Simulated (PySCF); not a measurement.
# Mayer bond orders and bond lengths

Species: C3H5F2N.
Atom-mapped SMILES: `[CH3:1]/[N:2]=[CH:3]/[CH:4]([F:5])[F:6]` (hydrogens: H7, H8, H9 on C1; H10 on C3; H11 on C4)

Cartesian coordinates in Å at the GFN2-xTB level; atoms count from 1:
```xyz
11
C3H5F2N angstrom
C      1.9050   -0.0469    0.1706
N      0.5365    0.0922    0.5377
C     -0.3779   -0.0453   -0.3057
C     -1.8080    0.1071    0.1292
F     -2.5069   -1.0234   -0.1439
F     -2.4139    1.0980   -0.5724
H      2.3325   -0.8389    0.7858
H      2.0596   -0.2741   -0.8910
H      2.4146    0.8811    0.4307
H     -0.2334   -0.2752   -1.3685
H     -1.9026    0.3279    1.2015
```

Bond orders from the PBE0/pcSseg-1 density (PySCF). The structure is a single GFN2-xTB conformer in the gas phase; no vibrational or solvent corrections.

(1) How far do the computed orders between heavy atoms stray from the drawn ones?

(2) Set the Mayer orders of the bonds beside their lengths.

## Answers

(1) The largest departure is 0.074, at N2–C3 (drawn double, 1.926).

(2) 
| bond | drawn as | length (Å) | Mayer order |
| --- | --- | --- | --- |
| C1–N2 | single | 1.424 | 0.985 |
| N2–C3 | double | 1.252 | 1.926 |
| C3–C4 | single | 1.502 | 0.978 |
| C4–F5 | single | 1.357 | 0.947 |
| C4–F6 | single | 1.357 | 0.947 |
| C1–H7 | single | 1.090 | 0.953 |
| C1–H8 | single | 1.097 | 0.951 |
| C1–H9 | single | 1.090 | 0.953 |
| C3–H10 | single | 1.097 | 0.909 |
| C4–H11 | single | 1.099 | 0.953 |

Bonds between the same two heavy elements. C–N: lowest C1–N2 (0.985, 1.424 Å), highest N2–C3 (1.926, 1.252 Å). C–F: all 2 within 0.02 of one another (0.947 to 0.947).

**Question.** Sum the orders of all bonds at each heavy atom with more than one neighbour and set the sums beside the valence in the SMILES.

**Answer.** C1 3.842 (drawn 4), N2 2.911 (drawn 3), C3 3.813 (drawn 4), C4 3.825 (drawn 4). Orders between atoms that aren't bonded are not in these sums.

Mayer orders depend on the basis set.

The run behind these numbers computed NMR shieldings as well. The run took 8.9 s wall on Arm Neoverse V1, one thread, no GPU, shared host, and the process peaked at 0.58 GiB of memory.
